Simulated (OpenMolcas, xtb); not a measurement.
A ladder of methods for CH6Si (methylsilane)

CH6Si has 8 atoms, charge 0, and is taken as a singlet. SMILES: `C[SiH3]`. Geometry: relaxed at PBE0-D4/def2-TZVP.

Quantity: the HOMO–LUMO gap, in eV. The values are calculated.

```
           level            kind     program  value (eV)   CPU time
        GFN0-xTB  semi-empirical         xtb        5.87  under 2 s
    HF/def2-TZVP    Hartree–Fock  OpenMolcas       15.65       13 s
 SVWN5/def2-TZVP             LDA  OpenMolcas        7.75       36 s
  BLYP/def2-TZVP             GGA  OpenMolcas        7.75       46 s
r2SCAN/def2-TZVP        meta-GGA  OpenMolcas        8.71       61 s
 BHLYP/def2-TZVP   global hybrid  OpenMolcas       11.81       49 s
B2PLYP/def2-TZVP   double hybrid  OpenMolcas       12.01       33 s
```

The values span 5.87 to 15.65 eV. Orbital gaps aren't excitation energies, and those of double hybrids come from the SCF part alone; they tend to grow with the share of exact exchange. CPU times are rough (shared hosts, several kinds of processor): they show what a rung costs within a factor of a few.
